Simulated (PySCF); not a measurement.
From one molecule to another.

First species: 2-methyltetrahydrofuran, C₅H₁₀O.
SMILES with atom numbers: `[CH3:1][C@@H:2]1[CH2:3][CH2:4][CH2:5][O:6]1` (hydrogens: H7, H8, H9 on C1; H10 on C2; H11, H12 on C3; H13, H14 on C4; H15, H16 on C5)

Second species: 2-penten-1-ol, C5H10O.
Geometry (GFN2-xTB, Å), atoms numbered from 1 in this order:
```xyz
16
C5H10O angstrom
C     -2.314    0.774    0.025
C     -1.533   -0.534    0.150
C     -0.110   -0.276    0.529
C      0.939   -0.587   -0.212
C      2.361   -0.300    0.171
O      3.038    0.467   -0.805
H     -1.895    1.389   -0.768
H     -3.357    0.574   -0.209
H     -2.271    1.336    0.955
H     -2.001   -1.156    0.919
H     -1.573   -1.078   -0.796
H      0.033    0.207    1.489
H      0.815   -1.059   -1.178
H      2.394    0.205    1.148
H      2.928   -1.233    0.242
H      2.540    1.278   -0.954
```

Levels: PBE0/def2-SVPD for HOMO energy, LUMO energy, HOMO–LUMO gap and static isotropic polarisability; TDDFT PBE0/def2-SVPD for lowest singlet excitation; TDA PBE0/def2-SVPD for lowest triplet excitation (Tamm–Dancoff). Geometries: GFN2-xTB. All species are isolated and taken at one optimised geometry, non-relativistic unless stated; the electronic structure was computed with PySCF and density fitting.

The conformers computed, where there is a choice (atom-mapped SMILES and torsion angles):
- `[CH3:1][CH2:2]/[CH:3]=[CH:4]/[CH2:5][OH:6]`: C1–C2–C3–C4 -118°, C3–C4–C5–O6 -124°, H–O6–C5–C4 56°

The conformers of `C[C@@H]1CCCO1` aren't listed.

Question: Which has the higher HOMO–LUMO gap?

Answer: The first: 7.84 eV against 7.47 eV, a difference of 0.37 eV.

Question: Which has the higher S1 energy?

Answer: The first: 6.70 eV against 6.60 eV, a difference of 0.10 eV.

Question: Which of the two has the higher LUMO energy, and by how much?

Answer: The first: 0.71 eV against 0.11 eV, a difference of 0.60 eV.

Question: Which has the higher T1 energy?

Answer: The first: 6.59 eV against 4.42 eV, a difference of 2.17 eV.

Question: Which of the two has the higher HOMO energy, and by how much?

Answer: The first: -7.13 eV against -7.36 eV, a difference of 0.23 eV.

Question: Which has the higher static isotropic polarisability?

Answer: The second: 69.2 au against 62.3 au, a difference of 6.9 au.

On the first: The 6 singlets span 6.70 to 8.45 eV, and their oscillator strengths add up to 0.11. No computed singlet falls in the visible range (750 to 380 nm, 1.65 to 3.26 eV); S1 lies 3.44 eV above its blue end.

On the second: The principal polarisabilities are 59.0, 59.6 and 88.9 au; their mean is the isotropic value. S1 lies 0.87 eV below the HOMO–LUMO gap; its leading configuration is HOMO→LUMO, weight 0.49, beside HOMO−1→LUMO, weight 0.45.
